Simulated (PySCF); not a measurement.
Trends in electronic spectra. Computed, not measured: PySCF, TDDFT CAM-B3LYP/def2-SVPD, vertical, gas phase, core orbitals frozen in the response. Geometries: PBE0-D3(BJ)/def2-SVP; one conformer of each isolated species. Triplets are in the Tamm–Dancoff approximation. Relativistic effects are left out although some hold elements past zinc.

Task: Rank by computed lowest singlet excitation energy, lowest first.
A. `C=[CH][GeH3]`
B. `Cc1cccc[n+]1[O-]`
C. `s1cccc1SC`
D. `[SiH3]N[SiH2]P`
E. `C=C/C=C\B(Cl)Cl`
F. `C1=NCCO1`
G. `O=C1C=CC=C1`
H. `C=C[C@@H]1C[Si@H]1N([SiH3])[SiH3]`

Result: G (2.98 eV), B (4.52 eV), E (4.69 eV), C (4.88 eV), H (5.54 eV), D (6.06 eV), F (6.53 eV), A (6.80 eV).

```csv
SMILES,S1 (eV),first f ≥ 0.01 (nm),HOMO (eV),T1 (eV),f (S1),S1 mainly
O=C1C=CC=C1,2.98,196,-8.55,1.95,0.000,H-1→L (97%)
Cc1cccc[n+]1[O-],4.52,274,-7.54,2.71,0.035,H→L+1 (69%)
C=C/C=C\B(Cl)Cl,4.69,265,-8.62,2.66,0.641,H→L (97%)
CSc1cccs1,4.88,254,-7.08,3.31,0.198,H→L (92%)
C=C[C@@H]1C[Si@H]1N([SiH3])[SiH3],5.54,224,-7.53,3.96,0.150,H→L (82%)
[SiH3]N[SiH2]P,6.06,192,-8.50,5.50,0.002,H→L (76%)
C1=NCCO1,6.53,180,-8.70,4.69,0.006,H-1→L+1 (93%)
C=[CH][GeH3],6.80,170,-9.24,4.27,0.002,H-1→L (97%)
```

H and L stand for HOMO and LUMO.

Mean S1 by what the SMILES shows (count): a double or triple bond but no aromatic ring 5.31 eV (5); an aromatic ring 4.70 eV (2).

- `O=C1C=CC=C1`: Löwdin shares by element: HOMO carbon 87% or more; LUMO carbon 49% or more, oxygen 21% (atoms not listed hold the other 29%).
- `Cc1cccc[n+]1[O-]`: Löwdin shares by element: HOMO oxygen 44%, carbon 22% or more, nitrogen 13% (atoms not listed hold the other 20%); LUMO carbon 30% or more, nitrogen 21%, oxygen 15% (atoms not listed hold the other 34%).
- `C=C/C=C\B(Cl)Cl`: Löwdin shares by element: HOMO carbon 82% (atoms not listed hold the other 18%); LUMO carbon 50% or more, boron 21% (atoms not listed hold the other 29%).
- `CSc1cccs1`: Löwdin shares by element: HOMO carbon 44% or more, sulfur 36% or more (atoms not listed hold the other 20%); LUMO carbon 52% or more, sulfur 21% or more (atoms not listed hold the other 27%).
- `C=C[C@@H]1C[Si@H]1N([SiH3])[SiH3]`: Löwdin shares by element: HOMO carbon 58% or more, silicon 14% or more (atoms not listed hold the other 27%); LUMO silicon 42%, nitrogen 9% (atoms not listed hold the other 49%).
- `[SiH3]N[SiH2]P`: Löwdin shares by element: HOMO phosphorus 40%, nitrogen 22%, silicon 18% (atoms not listed hold the other 19%); LUMO silicon 43%, phosphorus 12%, hydrogen 10% or more (atoms not listed hold the other 34%).
- `C1=NCCO1`: Löwdin shares by element: HOMO nitrogen 31%, oxygen 29%, carbon 22% or more (atoms not listed hold the other 19%); LUMO carbon 53%, hydrogen 10% or more (atoms not listed hold the other 37%).
- `C=[CH][GeH3]`: Löwdin shares by element: HOMO carbon 72%, germanium 9%, hydrogen 4% or more; LUMO carbon 69%, germanium 9%, hydrogen 6% or more (atoms not listed hold the other 16%).
